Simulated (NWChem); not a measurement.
System: ethane (C₂H₆); SMILES CC

Results from NWChem. Pople sets run with spherical d functions. Each level has its own optimisation; frequencies are unscaled.

For level B3LYP/6-31G*:

```
Property                      Value
----------------------------  -----
zero-point energy (kcal/mol)   47.2
```

Problem. What are these values for level PBE/def2-SVP?

Solution. The zero-point energy (kcal/mol) is 45.4.
